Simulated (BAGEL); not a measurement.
# SiH2O2 (SMILES O[Si]O) at B3LYP/aug-cc-pVDZ (density fitting with qzvpp-jkfit)

Aim: the energy change on altering one bond length of SiH2O2 at B3LYP/aug-cc-pVDZ (density fitting with qzvpp-jkfit), from 2 runs. 

Program for the calculation: BAGEL 1.2.2.

1 further run of the same task is left out (set aside as unsound or not needed). Runs told in other sessions of the task aren't counted.

## Step 1: The system as given

SiH2O2: 5 atoms, total charge 0, spin state singlet. As SMILES, `O[Si]O`. The coordinates come from a PBE0-D4/def2-TZVP relaxation. This is one conformer, not always the lowest.

Bond lengths: O1–Si2 1.642 Å, Si2–O3 1.663 Å, O1–H4 0.964 Å, O3–H5 0.960 Å. Angles: O1–Si2–O3 99.4°, Si2–O1–H4 117.5°, Si2–O3–H5 116.1°.

## Step 2: The energy at B3LYP/aug-cc-pVDZ (density fitting with qzvpp-jkfit)

input.json

```json
{ "bagel" : [

{
  "title" : "molecule",
  "basis" : "aug-cc-pvdz.json",
  "df_basis" : "qzvpp-jkfit",
  "angstrom" : true,
  "geometry" : [
    { "atom" : "O", "xyz" : [      -1.443200,      -0.105600,      -0.275000 ] },
    { "atom" : "Si", "xyz" : [      -0.212000,      -0.791300,       0.567700 ] },
    { "atom" : "O", "xyz" : [       1.036000,       0.187500,       0.068600 ] },
    { "atom" : "H", "xyz" : [      -1.231900,       0.648900,      -0.836100 ] },
    { "atom" : "H", "xyz" : [       1.901100,      -0.013100,       0.433400 ] }
  ]
},

{ "title" : "ks", "xc_func" : "b3lyp" },

{ "title" : "print", "file" : "orbitals.molden", "orbitals" : true }

]}
```

The basis set aug-cc-pVDZ is read from a file made from the Basis Set Exchange's data (not shown).

On the command line:

```console
$ BAGEL_NUM_THREADS=1 BAGEL input.json > input.out
```

What it wrote:

```text
* using 1 threads per process

  ===============================================================
  ===============================================================

  *** Geometry ***

  { "atom" : "O", "xyz" : [     -2.727253,     -0.199555,     -0.519675 ] },
  { "atom" : "Si", "xyz" : [     -0.400622,     -1.495340,      1.072798 ] },
  { "atom" : "O", "xyz" : [      1.957756,      0.354324,      0.129635 ] },
  { "atom" : "H", "xyz" : [     -2.327954,      1.226243,     -1.580000 ] },
  { "atom" : "H", "xyz" : [      3.592558,     -0.024755,      0.819007 ] },

  Number of auxiliary basis functions:      318

  Since a DF basis is specified, we compute 2- and 3-index integrals:
    o Being stored without compression. Storage requirement is 0.021 GB

  Number of basis functions:       91
  Number of electrons      :       32

    * METHOD: MOLECULE                             0.09

  *** Kohn-Sham DFT ***

    * Removing 7632 points whose weight is below 1.00e-10
    * Grid points: 66898

  === Nuclear Repulsion ===
   103.6462536274

       - DIIS with orbital gradients will be used.

  === KS iteration (b3lyp / aug-cc-pvdz.json) ===
      0       -423.83780155          0.09273352           0.17
      1       -408.91865894          0.22228425           0.17
      2       -428.39501215          0.09493507           0.17
      3       -434.41079368          0.12880325           0.17
      4       -439.46312454          0.06920287           0.17
      5       -439.68857209          0.06505413           0.17
      6       -440.29638194          0.05171049           0.18
      7       -440.72319542          0.03772407           0.18
      8       -441.23941117          0.00402522           0.18
      9       -441.24504549          0.00169546           0.18
     10       -441.24613402          0.00013404           0.18
     11       -441.24613844          0.00002978           0.17
     12       -441.24613878          0.00000723           0.18
     13       -441.24613880          0.00000173           0.18
     14       -441.24613880          0.00000065           0.17
     15       -441.24613880          0.00000014           0.18
     16       -441.24613880          0.00000004           0.18
     17       -441.24613880          0.00000001           0.18
    * SCF iteration converged.

    * Permanent dipole moment:
           (   -0.654459,    -0.222847,     0.027281) a.u.

    * METHOD: KS                                   3.41

    * METHOD: PRINT                                0.01

  ===============================================================
```

Run time: 3.9 s. Hardware: 1 thread of Arm Neoverse V2, shared host; peak memory 0.29 GiB.

## Step 3: The distorted shape

job.json

```json
{ "bagel" : [

{
  "title" : "molecule",
  "basis" : "aug-cc-pvdz.json",
  "df_basis" : "qzvpp-jkfit",
  "angstrom" : true,
  "geometry" : [
    { "atom" : "O", "xyz" : [      -1.875757,      -0.005298,      -0.457403 ] },
    { "atom" : "Si", "xyz" : [      -0.644557,      -0.690998,       0.385297 ] },
    { "atom" : "O", "xyz" : [       0.603443,       0.287802,      -0.113803 ] },
    { "atom" : "H", "xyz" : [      -1.664457,       0.749202,      -1.018503 ] },
    { "atom" : "H", "xyz" : [       1.901100,      -0.013100,       0.433400 ] }
  ]
},

{ "title" : "ks", "xc_func" : "b3lyp" },

{ "title" : "print", "file" : "orbitals.molden", "orbitals" : true }

]}
```

The basis set aug-cc-pVDZ is read from a file made from the Basis Set Exchange's data (not shown).

On the command line:

```console
$ BAGEL_NUM_THREADS=1 BAGEL job.json > job.out
```

What it wrote:

```text
* using 1 threads per process

  ===============================================================
  ===============================================================

  *** Geometry ***

  { "atom" : "O", "xyz" : [     -3.544667,     -0.010012,     -0.864366 ] },
  { "atom" : "Si", "xyz" : [     -1.218036,     -1.305797,      0.728106 ] },
  { "atom" : "O", "xyz" : [      1.140342,      0.543867,     -0.215057 ] },
  { "atom" : "H", "xyz" : [     -3.145368,      1.415787,     -1.924692 ] },
  { "atom" : "H", "xyz" : [      3.592558,     -0.024755,      0.819007 ] },

  Number of auxiliary basis functions:      318

  Since a DF basis is specified, we compute 2- and 3-index integrals:
    o Being stored without compression. Storage requirement is 0.021 GB

  Number of basis functions:       91
  Number of electrons      :       32

    * METHOD: MOLECULE                             0.09

  *** Kohn-Sham DFT ***

    * Removing 7113 points whose weight is below 1.00e-10
    * Grid points: 67417

  === Nuclear Repulsion ===
   101.5382642932

       - DIIS with orbital gradients will be used.

  === KS iteration (b3lyp / aug-cc-pvdz.json) ===
      0       -424.31560696          0.09365618           0.18
      1       -408.30009949          0.17631548           0.17
      2       -428.48307619          0.09534853           0.17
      3       -435.38568975          0.10125972           0.17
      4       -438.42329721          0.08300175           0.17
      5       -440.50177561          0.04108488           0.17
      6       -440.71288877          0.03319136           0.18
      7       -440.92832862          0.02358272           0.17
      8       -441.05830966          0.01492767           0.18
      9       -441.15976431          0.00167901           0.18
     10       -441.16092662          0.00054523           0.18
     11       -441.16105064          0.00006211           0.18
     12       -441.16105229          0.00001090           0.18
     13       -441.16105233          0.00000870           0.17
     14       -441.16105236          0.00000159           0.18
     15       -441.16105237          0.00000089           0.18
     16       -441.16105237          0.00000114           0.18
     17       -441.16105237          0.00000029           0.18
     18       -441.16105237          0.00000003           0.18
     19       -441.16105237          0.00000002           0.18
     20       -441.16105237          0.00000001           0.18
     21       -441.16105237          0.00000000           0.17
    * SCF iteration converged.

    * Permanent dipole moment:
           (   -0.828998,    -0.209954,    -0.024027) a.u.

    * METHOD: KS                                   4.11

    * METHOD: PRINT                                0.01

  ===============================================================
```

Wall time 4.5 s (1 thread of Arm Neoverse V2, shared host); peak memory 0.29 GiB.

## Step 4: Results

At B3LYP/aug-cc-pVDZ (density fitting with qzvpp-jkfit):

| quantity | value |
| --- | --- |
| first shape: total energy | -441.24614 Eh |
| first shape: dipole moment | 1.76 D |
| first shape: HOMO energy | -7.04 eV |
| first shape: LUMO energy | -1.47 eV |
| first shape: HOMO–LUMO gap | 5.56 eV |
| distorted shape: total energy | -441.16105 Eh |
| distorted shape: dipole moment | 2.17 D |
| distorted shape: HOMO energy | -6.87 eV |
| distorted shape: LUMO energy | -2.91 eV |
| distorted shape: HOMO–LUMO gap | 3.96 eV |
| energy change with the O3–H5 bond stretched from 0.960 to 1.440 Å | 2.315 eV |

In words: One bond (distorted shape) is far stretched, which a spin-restricted single reference describes badly; a broken-symmetry solution may lie lower. With the O3–H5 bond stretched from 0.960 to 1.440 Å the energy rises by 2.32 eV (53 kcal/mol). The first shape isn't relaxed at this level, so the change isn't measured from a minimum. A restricted reference can't describe the breaking bond well at this length.
